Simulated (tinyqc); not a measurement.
UHF in the sto-6g basis, for NH3+, spin multiplicity 2, step by step (part 3 of 3). Computed by tinyqc, a small Python program that keeps every step (integrals from PySCF). Command: `OMP_NUM_THREADS=1 python tinyqc.py 20302 20303 out.jsonl` (the two numbers bound the seeds that draw the settings). One thread of a shared host (Intel(R) Xeon(R) Processor @ 2.60GHz), about 0.3 s of CPU time with the checks.

Geometry (angstrom):
```
atom        x        y       z
N      0.0000   0.0000  0.2240
H      0.9470   0.0000  0.0000
H     -0.4730   0.8200  0.0000
H     -0.4730  -0.8200  0.0000
```

## Iteration 2: diagonalisation and new density

extrapolated F(alpha) (hartree):
```
           1N 1s    1N 2s   1N 2px   1N 2py   1N 2pz    2H 1s    3H 1s    4H 1s
1N 1s   -16.1271  -3.8949   0.0000   0.0000   0.0023  -1.1223  -1.1232  -1.1232
1N 2s    -3.8949  -2.4570   0.0000   0.0000   0.0244  -1.1751  -1.1757  -1.1757
1N 2px    0.0000   0.0000  -0.9565   0.0000   0.0000  -0.6571   0.3284   0.3284
1N 2py    0.0000   0.0000   0.0000  -0.9568   0.0000   0.0000  -0.5693   0.5693
1N 2pz    0.0023   0.0244   0.0000   0.0000  -0.9604   0.1701   0.1702   0.1702
2H 1s    -1.1223  -1.1751  -0.6571   0.0000   0.1701  -0.9383  -0.4348  -0.4348
3H 1s    -1.1232  -1.1757   0.3284  -0.5693   0.1702  -0.4348  -0.9388  -0.4348
4H 1s    -1.1232  -1.1757   0.3284   0.5693   0.1702  -0.4348  -0.4348  -0.9388
```

extrapolated F(beta) (hartree):
```
           1N 1s    1N 2s   1N 2px   1N 2py   1N 2pz    2H 1s    3H 1s    4H 1s
1N 1s   -16.0976  -3.8630   0.0000   0.0000   0.0043  -1.1126  -1.1134  -1.1134
1N 2s    -3.8630  -2.2557   0.0000   0.0000   0.2149  -1.1231  -1.1236  -1.1236
1N 2px    0.0000   0.0000  -0.8930   0.0000  -0.0001  -0.6487   0.3242   0.3242
1N 2py    0.0000   0.0000   0.0000  -0.8934   0.0000   0.0000  -0.5620   0.5620
1N 2pz    0.0043   0.2149  -0.0001   0.0000  -0.2306   0.1814   0.1815   0.1815
2H 1s    -1.1126  -1.1231  -0.6487   0.0000   0.1814  -0.9305  -0.4195  -0.4195
3H 1s    -1.1134  -1.1236   0.3242  -0.5620   0.1815  -0.4195  -0.9309  -0.4195
4H 1s    -1.1134  -1.1236   0.3242   0.5620   0.1815  -0.4195  -0.4195  -0.9309
```

X:
```
          1N 1s    1N 2s   1N 2px   1N 2py   1N 2pz    2H 1s    3H 1s    4H 1s
1N 1s    1.0237  -0.1523   0.0000   0.0000   0.0066   0.0209   0.0209   0.0209
1N 2s   -0.1523   1.4708  -0.0001   0.0000  -0.0886  -0.3538  -0.3542  -0.3542
1N 2px   0.0000  -0.0001   1.1830   0.0000   0.0000  -0.3475   0.1738   0.1738
1N 2py   0.0000   0.0000   0.0000   1.1833   0.0000   0.0000  -0.3012   0.3012
1N 2pz   0.0066  -0.0886   0.0000   0.0000   1.0174   0.0698   0.0699   0.0699
2H 1s    0.0209  -0.3538  -0.3475   0.0000   0.0698   1.2905  -0.0577  -0.0577
3H 1s    0.0209  -0.3542   0.1738  -0.3012   0.0699  -0.0577   1.2909  -0.0578
4H 1s    0.0209  -0.3542   0.1738   0.3012   0.0699  -0.0577  -0.0578   1.2909
```

Diagonalise F' = X^T F X, C = X C', fill 5 alpha and 4 beta electrons from the bottom; D(s) = C_occ C_occ^T. Each column has its largest component positive (the first on a tie).

F' = X^T F X (alpha) (hartree):
```
          1        2        3        4        5        6        7        8
1  -15.8677  -1.9175   0.0000   0.0000   0.0130  -0.2117  -0.2120  -0.2120
2   -1.9175  -1.2964   0.0000   0.0000  -0.1132  -0.5154  -0.5157  -0.5157
3    0.0000   0.0000  -0.6195   0.0000   0.0000  -0.5379   0.2689   0.2689
4    0.0000   0.0000   0.0000  -0.6194   0.0000   0.0000  -0.4660   0.4660
5    0.0130  -0.1132   0.0000   0.0000  -0.9273   0.1133   0.1134   0.1134
6   -0.2117  -0.5154  -0.5379   0.0000   0.1133  -0.2551  -0.0897  -0.0897
7   -0.2120  -0.5157   0.2689  -0.4660   0.1134  -0.0897  -0.2550  -0.0898
8   -0.2120  -0.5157   0.2689   0.4660   0.1134  -0.0897  -0.0898  -0.2550
```

orbital energies (alpha) (hartree): MO1 -16.1304, MO2 -1.6297, MO3 -1.0894, MO4 -1.0891, MO5 -0.9720, MO6 0.2062, MO7 0.3043, MO8 0.3048

coefficients C (alpha):
```
            MO1      MO2      MO3      MO4      MO5      MO6      MO7      MO8
1N 1s    0.9959  -0.2298   0.0000   0.0000  -0.0321  -0.1642  -0.0002   0.0000
1N 2s    0.0214   0.8625   0.0000   0.0001   0.2003   1.3363   0.0018   0.0000
1N 2px   0.0000   0.0000   0.0000   0.7161  -0.0001   0.0012  -1.0334   0.0000
1N 2py   0.0000   0.0000   0.7161   0.0000   0.0000   0.0000   0.0000   1.0339
1N 2pz  -0.0016  -0.0309   0.0000   0.0001   0.9679  -0.3463  -0.0005   0.0000
2H 1s   -0.0046   0.0966   0.0000   0.3562  -0.0776  -0.7597   1.0973   0.0000
3H 1s   -0.0046   0.0967   0.3084  -0.1781  -0.0776  -0.7583  -0.5500  -0.9513
4H 1s   -0.0046   0.0967  -0.3084  -0.1781  -0.0776  -0.7583  -0.5500   0.9513
```

F' = X^T F X (beta) (hartree):
```
          1        2        3        4        5        6        7        8
1  -15.8420  -1.9131   0.0000   0.0000  -0.0085  -0.2115  -0.2118  -0.2118
2   -1.9131  -1.0613   0.0000   0.0000   0.0870  -0.5071  -0.5074  -0.5074
3    0.0000   0.0000  -0.5423   0.0000   0.0000  -0.5456   0.2727   0.2727
4    0.0000   0.0000   0.0000  -0.5423   0.0000   0.0000  -0.4727   0.4727
5   -0.0085   0.0870   0.0000   0.0000  -0.2011   0.1092   0.1093   0.1093
6   -0.2115  -0.5071  -0.5456   0.0000   0.1092  -0.2686  -0.0895  -0.0895
7   -0.2118  -0.5074   0.2727  -0.4727   0.1093  -0.0895  -0.2685  -0.0895
8   -0.2118  -0.5074   0.2727   0.4727   0.1093  -0.0895  -0.0895  -0.2685
```

orbital energies (beta) (hartree): MO1 -16.1001, MO2 -1.4992, MO3 -1.0534, MO4 -1.0531, MO5 -0.1952, MO6 0.2425, MO7 0.3316, MO8 0.3322

coefficients C (beta):
```
            MO1      MO2      MO3      MO4      MO5      MO6      MO7      MO8
1N 1s    0.9965  -0.2147   0.0000   0.0000  -0.0628  -0.1721  -0.0002   0.0000
1N 2s    0.0185   0.7699   0.0000   0.0001   0.3279   1.3674   0.0020   0.0000
1N 2px   0.0000   0.0000   0.0000   0.6813   0.0000   0.0013  -1.0566   0.0000
1N 2py   0.0000   0.0000   0.6813   0.0000   0.0000   0.0000   0.0000   1.0571
1N 2pz  -0.0016  -0.1380   0.0000   0.0000   0.9509  -0.3665  -0.0005   0.0000
2H 1s   -0.0040   0.1393   0.0000   0.3926  -0.0755  -0.7533   1.0848   0.0000
3H 1s   -0.0040   0.1394   0.3399  -0.1962  -0.0755  -0.7518  -0.5438  -0.9406
4H 1s   -0.0040   0.1394  -0.3399  -0.1962  -0.0755  -0.7518  -0.5438   0.9406
```

D(alpha) after iteration 2:
```
          1N 1s    1N 2s   1N 2px   1N 2py   1N 2pz    2H 1s    3H 1s    4H 1s
1N 1s    1.0456  -0.1833   0.0000   0.0000  -0.0255  -0.0243  -0.0243  -0.0243
1N 2s   -0.1833   0.7845   0.0000   0.0000   0.1672   0.0677   0.0677   0.0677
1N 2px   0.0000   0.0000   0.5128   0.0000   0.0000   0.2551  -0.1275  -0.1275
1N 2py   0.0000   0.0000   0.0000   0.5127   0.0000   0.0000   0.2208  -0.2208
1N 2pz  -0.0255   0.1672   0.0000   0.0000   0.9377  -0.0781  -0.0781  -0.0781
2H 1s   -0.0243   0.0677   0.2551   0.0000  -0.0781   0.1423  -0.0480  -0.0480
3H 1s   -0.0243   0.0677  -0.1275   0.2208  -0.0781  -0.0480   0.1422  -0.0480
4H 1s   -0.0243   0.0677  -0.1275  -0.2208  -0.0781  -0.0480  -0.0480   0.1422
```

D(beta) after iteration 2:
```
          1N 1s    1N 2s   1N 2px   1N 2py   1N 2pz    2H 1s    3H 1s    4H 1s
1N 1s    1.0390  -0.1468   0.0000   0.0000   0.0280  -0.0339  -0.0339  -0.0339
1N 2s   -0.1468   0.5930   0.0000   0.0000  -0.1063   0.1072   0.1072   0.1072
1N 2px   0.0000   0.0000   0.4642   0.0000   0.0000   0.2675  -0.1337  -0.1337
1N 2py   0.0000   0.0000   0.0000   0.4642   0.0000   0.0000   0.2316  -0.2316
1N 2pz   0.0280  -0.1063   0.0000   0.0000   0.0191  -0.0192  -0.0192  -0.0192
2H 1s   -0.0339   0.1072   0.2675   0.0000  -0.0192   0.1735  -0.0576  -0.0576
3H 1s   -0.0339   0.1072  -0.1337   0.2316  -0.0192  -0.0576   0.1735  -0.0576
4H 1s   -0.0339   0.1072  -0.1337  -0.2316  -0.0192  -0.0576  -0.0576   0.1735
```

## Iteration 10 (converged): orbitals

converged F(alpha) (hartree):
```
           1N 1s    1N 2s   1N 2px   1N 2py   1N 2pz    2H 1s    3H 1s    4H 1s
1N 1s   -16.1535  -3.9002   0.0000   0.0000   0.0040  -1.1244  -1.1253  -1.1253
1N 2s    -3.9002  -2.4722   0.0000   0.0000   0.0397  -1.1840  -1.1846  -1.1846
1N 2px    0.0000   0.0000  -0.9766   0.0000   0.0000  -0.6650   0.3323   0.3323
1N 2py    0.0000   0.0000   0.0000  -0.9769   0.0000   0.0000  -0.5761   0.5761
1N 2pz    0.0040   0.0397   0.0000   0.0000  -0.9753   0.1753   0.1754   0.1754
2H 1s    -1.1244  -1.1840  -0.6650   0.0000   0.1753  -0.9427  -0.4383  -0.4383
3H 1s    -1.1253  -1.1846   0.3323  -0.5761   0.1754  -0.4383  -0.9432  -0.4383
4H 1s    -1.1253  -1.1846   0.3323   0.5761   0.1754  -0.4383  -0.4383  -0.9432
```

converged F(beta) (hartree):
```
           1N 1s    1N 2s   1N 2px   1N 2py   1N 2pz    2H 1s    3H 1s    4H 1s
1N 1s   -16.1220  -3.8651   0.0000   0.0000   0.0062  -1.1136  -1.1145  -1.1145
1N 2s    -3.8651  -2.2674   0.0000   0.0000   0.1892  -1.1333  -1.1339  -1.1339
1N 2px    0.0000   0.0000  -0.8988   0.0000   0.0000  -0.6596   0.3296   0.3296
1N 2py    0.0000   0.0000   0.0000  -0.8991   0.0000   0.0000  -0.5715   0.5715
1N 2pz    0.0062   0.1892   0.0000   0.0000  -0.2267   0.1689   0.1690   0.1690
2H 1s    -1.1136  -1.1333  -0.6596   0.0000   0.1689  -0.9492  -0.4231  -0.4231
3H 1s    -1.1145  -1.1339   0.3296  -0.5715   0.1690  -0.4231  -0.9497  -0.4231
4H 1s    -1.1145  -1.1339   0.3296   0.5715   0.1690  -0.4231  -0.4231  -0.9497
```

As before.

F' = X^T F X (alpha) (hartree):
```
          1        2        3        4        5        6        7        8
1  -15.8942  -1.9177   0.0000   0.0000   0.0126  -0.2121  -0.2124  -0.2124
2   -1.9177  -1.3077   0.0000   0.0000  -0.0956  -0.5203  -0.5206  -0.5206
3    0.0000   0.0000  -0.6381   0.0000   0.0000  -0.5431   0.2715   0.2715
4    0.0000   0.0000   0.0000  -0.6380   0.0000   0.0000  -0.4706   0.4706
5    0.0126  -0.0956   0.0000   0.0000  -0.9432   0.1131   0.1132   0.1132
6   -0.2121  -0.5203  -0.5431   0.0000   0.1131  -0.2509  -0.0913  -0.0913
7   -0.2124  -0.5206   0.2715  -0.4706   0.1132  -0.0913  -0.2508  -0.0914
8   -0.2124  -0.5206   0.2715   0.4706   0.1132  -0.0913  -0.0914  -0.2508
```

orbital energies (alpha) (hartree): MO1 -16.1568, MO2 -1.6460, MO3 -1.1060, MO4 -1.1057, MO5 -0.9823, MO6 0.2064, MO7 0.3080, MO8 0.3086

coefficients C (alpha):
```
            MO1      MO2      MO3      MO4      MO5      MO6      MO7      MO8
1N 1s    0.9959  -0.2296   0.0000   0.0000  -0.0347  -0.1637  -0.0002   0.0000
1N 2s    0.0213   0.8628   0.0000   0.0001   0.2027   1.3358   0.0019   0.0000
1N 2px   0.0000   0.0000   0.0000   0.7230  -0.0001   0.0013  -1.0286   0.0000
1N 2py   0.0000   0.0000   0.7229   0.0000   0.0000   0.0000   0.0000   1.0291
1N 2pz  -0.0017  -0.0514   0.0000   0.0001   0.9708  -0.3354  -0.0005   0.0000
2H 1s   -0.0045   0.0956   0.0000   0.3489  -0.0673  -0.7609   1.0996   0.0000
3H 1s   -0.0045   0.0957   0.3021  -0.1744  -0.0673  -0.7593  -0.5512  -0.9534
4H 1s   -0.0045   0.0957  -0.3021  -0.1744  -0.0673  -0.7593  -0.5512   0.9534
```

F' = X^T F X (beta) (hartree):
```
          1        2        3        4        5        6        7        8
1  -15.8671  -1.9114   0.0000   0.0000  -0.0034  -0.2114  -0.2117  -0.2117
2   -1.9114  -1.0597   0.0000   0.0000   0.0608  -0.5130  -0.5133  -0.5133
3    0.0000   0.0000  -0.5398   0.0000   0.0000  -0.5554   0.2776   0.2776
4    0.0000   0.0000   0.0000  -0.5397   0.0000   0.0000  -0.4812   0.4812
5   -0.0034   0.0608   0.0000   0.0000  -0.1978   0.1032   0.1033   0.1033
6   -0.2114  -0.5130  -0.5554   0.0000   0.1032  -0.2832  -0.0906  -0.0906
7   -0.2117  -0.5133   0.2776  -0.4812   0.1033  -0.0906  -0.2830  -0.0907
8   -0.2117  -0.5133   0.2776   0.4812   0.1033  -0.0906  -0.0907  -0.2830
```

orbital energies (beta) (hartree): MO1 -16.1244, MO2 -1.5080, MO3 -1.0684, MO4 -1.0681, MO5 -0.2022, MO6 0.2457, MO7 0.3358, MO8 0.3363

coefficients C (beta):
```
            MO1      MO2      MO3      MO4      MO5      MO6      MO7      MO8
1N 1s    0.9965  -0.2139   0.0000   0.0000  -0.0606  -0.1733  -0.0002   0.0000
1N 2s    0.0180   0.7623   0.0000   0.0000   0.3298   1.3712   0.0022   0.0000
1N 2px   0.0000   0.0000   0.0000   0.6731   0.0000   0.0015  -1.0619   0.0000
1N 2py   0.0000   0.0000   0.6731   0.0000   0.0000   0.0000   0.0000   1.0624
1N 2pz  -0.0017  -0.1156   0.0000   0.0000   0.9488  -0.3795  -0.0006   0.0000
2H 1s   -0.0039   0.1454   0.0000   0.4010  -0.0876  -0.7511   1.0816   0.0000
3H 1s   -0.0039   0.1455   0.3471  -0.2004  -0.0876  -0.7492  -0.5424  -0.9379
4H 1s   -0.0039   0.1455  -0.3471  -0.2004  -0.0876  -0.7492  -0.5424   0.9379
```

D(alpha) after iteration 10:
```
          1N 1s    1N 2s   1N 2px   1N 2py   1N 2pz    2H 1s    3H 1s    4H 1s
1N 1s    1.0458  -0.1840   0.0000   0.0000  -0.0236  -0.0241  -0.0241  -0.0241
1N 2s   -0.1840   0.7860   0.0000   0.0000   0.1524   0.0688   0.0688   0.0688
1N 2px   0.0000   0.0000   0.5227   0.0000   0.0000   0.2523  -0.1261  -0.1261
1N 2py   0.0000   0.0000   0.0000   0.5226   0.0000   0.0000   0.2184  -0.2184
1N 2pz  -0.0236   0.1524   0.0000   0.0000   0.9452  -0.0702  -0.0702  -0.0702
2H 1s   -0.0241   0.0688   0.2523   0.0000  -0.0702   0.1354  -0.0472  -0.0472
3H 1s   -0.0241   0.0688  -0.1261   0.2184  -0.0702  -0.0472   0.1354  -0.0471
4H 1s   -0.0241   0.0688  -0.1261  -0.2184  -0.0702  -0.0472  -0.0471   0.1354
```

D(beta) after iteration 10:
```
          1N 1s    1N 2s   1N 2px   1N 2py   1N 2pz    2H 1s    3H 1s    4H 1s
1N 1s    1.0389  -0.1451   0.0000   0.0000   0.0230  -0.0349  -0.0350  -0.0350
1N 2s   -0.1451   0.5814   0.0000   0.0000  -0.0881   0.1108   0.1108   0.1108
1N 2px   0.0000   0.0000   0.4531   0.0000   0.0000   0.2699  -0.1349  -0.1349
1N 2py   0.0000   0.0000   0.0000   0.4531   0.0000   0.0000   0.2337  -0.2337
1N 2pz   0.0230  -0.0881   0.0000   0.0000   0.0134  -0.0168  -0.0168  -0.0168
2H 1s   -0.0349   0.1108   0.2699   0.0000  -0.0168   0.1819  -0.0592  -0.0592
3H 1s   -0.0350   0.1108  -0.1349   0.2337  -0.0168  -0.0592   0.1819  -0.0592
4H 1s   -0.0350   0.1108  -0.1349  -0.2337  -0.0168  -0.0592  -0.0592   0.1819
```

## Convergence

Stop when the energy changes by less than 1e-09 hartree and every element of the error matrix X^T (F D S - S D F) X (for each spin) is below 9e-06.

Course of the cycle:
```
iteration  E (hartree)     change  largest element of the error matrix
1           -53.709605          -                             4.03e-01
2           -55.700210  -1.99e+00                             3.72e-02
3           -55.706011  -5.80e-03                             1.20e-02
4           -55.706467  -4.57e-04                             3.74e-03
5           -55.706559  -9.13e-05                             8.65e-04
6           -55.706568  -9.36e-06                             2.52e-04
7           -55.706569  -7.71e-07                             7.89e-05
8           -55.706569  -7.88e-08                             2.10e-05
9           -55.706569  -4.21e-09                             3.27e-06
10          -55.706569  -4.92e-11                             1.20e-06
```

PySCF UHF in the same basis, after a stability check = -55.706569 hartree

Converged in 10 iterations.

## Populations, bond orders and dipole

overlap S:
```
         1N 1s   1N 2s   1N 2px   1N 2py   1N 2pz    2H 1s    3H 1s    4H 1s
1N 1s   1.0000  0.2294   0.0000   0.0000   0.0000   0.0658   0.0659   0.0659
1N 2s   0.2294  1.0000   0.0000   0.0000   0.0000   0.5205   0.5207   0.5207
1N 2px  0.0000  0.0000   1.0000   0.0000   0.0000   0.4401  -0.2199  -0.2199
1N 2py  0.0000  0.0000   0.0000   1.0000   0.0000   0.0000   0.3813  -0.3813
1N 2pz  0.0000  0.0000   0.0000   0.0000   1.0000  -0.1041  -0.1042  -0.1042
2H 1s   0.0658  0.5205   0.4401   0.0000  -0.1041   1.0000   0.2094   0.2094
3H 1s   0.0659  0.5207  -0.2199   0.3813  -0.1042   0.2094   1.0000   0.2093
4H 1s   0.0659  0.5207  -0.2199  -0.3813  -0.1042   0.2094   0.2093   1.0000
```

Mulliken: Z minus the diagonal of D S on the atom; Loewdin: the same with S^(1/2) D S^(1/2); Mayer order: 2 sum_s sum (D(s) S)_ij (D(s) S)_ji over the two atoms.

Charges (e):
```
atom  Mulliken  Loewdin  Mulliken spin
1N     -0.1964   0.1524         1.1945
2H      0.3988   0.2826        -0.0649
3H      0.3988   0.2825        -0.0648
4H      0.3988   0.2825        -0.0648
```

Mayer bond orders:
```
pair   order
2-1   0.8244
3-1   0.8244
3-2   0.0062
4-1   0.8244
4-2   0.0062
4-3   0.0062
```

dipole moment about the origin, x y z (debye): 0.0018  0.0000  -0.0114

<S^2> of the determinant (pure state: 0.75) = 0.7580
